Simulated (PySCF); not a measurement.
# Levels of Al from EOM-EA-GCCSD

Reference: closed-shell Al+, [Ne] 3s2; one electron is added. Calculated with PySCF 2.14, two-component X2C-1e with screened spin-orbit coupling, x2c-TZVPPall-2c with one added diffuse shell each of s, p, d type (6s7p4d1f, 54 functions); frozen nothing; all 96 virtual spinors kept. No Breit or QED terms. Binding energies in eV.

```csv
level,Koopmans,second order,EOM-CCSD,NIST
3p1/2,5.303,5.925,5.881,5.986
3p3/2,5.289,5.910,5.866,5.972
4s1/2,2.546,2.747,2.760,2.843
4p1/2,1.675,1.805,1.814,1.901
4p3/2,1.672,1.802,1.811,1.899
3d3/2,1.146,1.373,1.600,1.964
3d5/2,1.146,1.373,1.600,1.964
```

Electric-dipole lines between these computed levels:

```csv
lower,upper,ΔE (eV),vacuum wavelength (nm)
3p1/2,4s1/2,3.121,397.3
3p1/2,3d3/2,4.280,289.7
3p3/2,4s1/2,3.106,399.2
3p3/2,3d3/2,4.266,290.6
3p3/2,3d5/2,4.266,290.6
4s1/2,4p1/2,0.946,1310
4s1/2,4p3/2,0.949,1306
4p1/2,3d3/2,0.213,5811
4p3/2,3d3/2,0.211,5887
4p3/2,3d5/2,0.211,5881
```

Quantum defects δ = n − Z_c √(13.6057 eV / E) with Z_c = 1: 3p1/2 1.479, 3p3/2 1.477, 4s1/2 1.780, 4p1/2 1.261, 4p3/2 1.259, 3d3/2 0.084, 3d5/2 0.084.

The screened spin-orbit operator tends to give fine-structure splittings of light species too large.

Gaps of this size point to the basis (6s7p4d1f), which has few functions of high l to correlate and polarise the inner shells.

The highest levels are limited by the diffuse functions of the basis.
